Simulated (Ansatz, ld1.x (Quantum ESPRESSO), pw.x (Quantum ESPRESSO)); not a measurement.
# Au (Z = 79): does the ultrasoft potential hold in the solid?

- Element: gold
- Generator: ld1.x (Quantum ESPRESSO) 7.5
- Type: ultrasoft
- Functional: PBE
- Relativity: scalar-relativistic
- Frozen core: [Xe] 4f14
- Valence charge: 11
- Reference configuration: 5d10 6s0.5 6p0 (charge +0.5)
- Partial waves: 6s (bound): rcut 1.85, rcutus 2.15 bohr; 6s channel at 0.05 Ry: rcut 1.85, rcutus 2.15 bohr; 6p (bound, empty): rcut 2.55, rcutus 3.20 bohr; 6p channel at 3.85 Ry: rcut 2.55, rcutus 3.20 bohr; 5d (bound): rcut 1.40, rcutus 1.70 bohr; 5d channel at 0.35 Ry: rcut 1.40, rcutus 1.70 bohr; 5f channel at -0.05 Ry: rcut 2.05, rcutus 2.50 bohr; 5f channel at 1.75 Ry: rcut 2.05, rcutus 2.50 bohr
- Local potential: all-electron potential smoothed inside 2.15 bohr (lloc = -1)
- Core correction: none
- Augmentation charge: PSQ, radius 1.40 bohr

Atomic tests: cutoffs needed: 40 Ry and 70 Ry (the cutoffs (Ry, on a coarse ladder) from which the occupation-weighted sum of valence levels, in a spherical-Bessel basis at the reference potential, stays within 10 and 1 mRy of its value at 400 Ry); ghost test: no extra level below or beside the all-electron valence levels (s, p, d, f tested) (spherical-Bessel basis up to 400 Ry, 20 bohr box); configuration tests: test run stopped at test 2 of 7 (negative rho).

Crystal test: fcc Au in pw.x 7.5, no spin, 14³ k-points, Fermi–Dirac smearing 0.01 Ry, cutoffs 85/680 Ry. The reference is all-electron LAPW (Ansatz 0.2.0) with the same functional, mesh and smearing; V0 and B0 come from Birch–Murnaghan fits to the pressures at five volumes. Errors are pseudo minus all-electron; Δ is the rms difference of the E(V) curves that follow from these fits, minima aligned, over ±6 % about the mean V0. Mesh and smearing are coarse, so the numbers serve the comparison and aren't converged zero-temperature values; the lattice is a test structure that the element need not adopt.

All-electron: a0 = 4.158 Å (V0 = 17.97 Å³/atom), B0 = 139.3 GPa.

Problem. How far does the potential miss the all-electron equation of state?

Solution. mean pressure error (GPa): -3.64; a0 (Å): 4.122; a0 error (%): -0.87; B0 error (%): +10.5; Δ (meV/atom): 14.8. The largest radius (3.20 bohr) exceeds half the bond length (2.79 bohr), so the spheres overlap, which is one possible source of error among others. This is a poor potential for the solid. Atomic configuration tests: test run stopped at test 2 of 7 (negative rho).

| V (Å³/atom) | P all-electron (GPa) | P pseudo (GPa) |
| --- | --- | --- |
| 17.249 | 6.44 | 2.36 |
| 17.703 | 2.17 | -1.68 |
| 18.157 | -1.41 | -5.05 |
| 18.611 | -4.40 | -7.81 |
| 19.065 | -6.89 | -10.10 |

Problem. At the middle volume, how do free energy and pressure move when the wave cutoff is lowered (ecutrho held at 680 Ry)?

Solution.

| cutoff (Ry) | shift of F (meV/atom) | shift of P (GPa) |
| --- | --- | --- |
| 38 | +77.4 | -3.93 |
| 51 | +33.6 | -0.78 |
| 68 | +2.2 | +0.10 |

Input at the middle volume:

```
&control
  calculation='scf', prefix='x', pseudo_dir='./', outdir='./tmp', tstress=.true., disk_io='none'
/
&system
  ibrav=0, nat=1, ntyp=1, ecutwfc=85, ecutrho=680, nbnd=13,
  occupations='smearing', smearing='fd', degauss=0.01
/
&electrons
  conv_thr=1e-09, mixing_beta=0.4, electron_maxstep=70
/
ATOMIC_SPECIES
Au 1.0 Au.UPF
CELL_PARAMETERS angstrom
  0.00000000 2.08611398 2.08611398
  2.08611398 0.00000000 2.08611398
  2.08611398 2.08611398 0.00000000
ATOMIC_POSITIONS crystal
Au 0.0000 0.0000 0.0000
K_POINTS automatic
14 14 14 0 0 0
```

```bash
pw.x < Au.scf.in > Au.scf.out
```

Lines of the output:

```
Message from routine setup:
     using ibrav=0 with symmetry is DISCOURAGED, use correct ibrav instead
     lattice parameter (alat)  =       5.5751  a.u.
     unit-cell volume          =     122.5295 (a.u.)^3
     number of electrons       =        11.00
     number of Kohn-Sham states=           13
     kinetic-energy cutoff     =      85.0000  Ry
     charge density cutoff     =     680.0000  Ry
     scf convergence threshold =      1.0E-09
     Exchange-correlation= PBE
     number of k points=   104  Fermi-Dirac smearing, width (Ry)=  0.0100
     iteration #  1     ecut=    85.00 Ry     beta= 0.40
     total energy              =     -66.84475040 Ry
     estimated scf accuracy    <       0.47755460 Ry
     iteration #  2     ecut=    85.00 Ry     beta= 0.40
     total energy              =     -66.91467446 Ry
     estimated scf accuracy    <       0.00913738 Ry
     iteration #  3     ecut=    85.00 Ry     beta= 0.40
     total energy              =     -66.87510317 Ry
     estimated scf accuracy    <       0.00834403 Ry
     iteration #  4     ecut=    85.00 Ry     beta= 0.40
     total energy              =     -66.90438813 Ry
     estimated scf accuracy    <       0.00456630 Ry
     iteration #  5     ecut=    85.00 Ry     beta= 0.40
     total energy              =     -66.91460179 Ry
     estimated scf accuracy    <       0.00845888 Ry
     iteration #  6     ecut=    85.00 Ry     beta= 0.40
     total energy              =     -66.91963515 Ry
     estimated scf accuracy    <       0.00113891 Ry
     iteration #  7     ecut=    85.00 Ry     beta= 0.40
     total energy              =     -66.91807950 Ry
     estimated scf accuracy    <       0.01548474 Ry
     iteration #  8     ecut=    85.00 Ry     beta= 0.40
     total energy              =     -66.91811232 Ry
     estimated scf accuracy    <       0.00227018 Ry
     iteration #  9     ecut=    85.00 Ry     beta= 0.40
     total energy              =     -66.91823438 Ry
     estimated scf accuracy    <       0.00003512 Ry
     iteration # 10     ecut=    85.00 Ry     beta= 0.40
     total energy              =     -66.91821947 Ry
     estimated scf accuracy    <       0.00008080 Ry
     iteration # 11     ecut=    85.00 Ry     beta= 0.40
     total energy              =     -66.91822577 Ry
     estimated scf accuracy    <       0.00000113 Ry
     iteration # 12     ecut=    85.00 Ry     beta= 0.40
     total energy              =     -66.91822587 Ry
     estimated scf accuracy    <          7.4E-09 Ry
     iteration # 13     ecut=    85.00 Ry     beta= 0.40
     total energy              =     -66.91822586 Ry
     estimated scf accuracy    <       0.00000009 Ry
     iteration # 14     ecut=    85.00 Ry     beta= 0.40
     the Fermi energy is    14.4404 ev
!    total energy              =     -66.91822587 Ry
     estimated scf accuracy    <          6.5E-10 Ry
     smearing contrib. (-TS)   =      -0.00149860 Ry
     The total energy is F=E-TS. E is the sum of the following terms:
     one-electron contribution =       5.60925095 Ry
     hartree contribution      =       8.25901664 Ry
     xc contribution           =     -10.42192978 Ry
     ewald contribution        =     -70.36306508 Ry
     convergence has been achieved in  14 iterations
          total   stress  (Ry/bohr**3)                   (kbar)     P=      -50.47
     Message from routine punch:
     Nothing written, as per user request (disk_io='none')
```

The run at the middle volume (104 k-points, 14 iterations) took about 63 s on one core of a shared host (Neoverse-V2, 96 threads, 742 GiB, load 21).
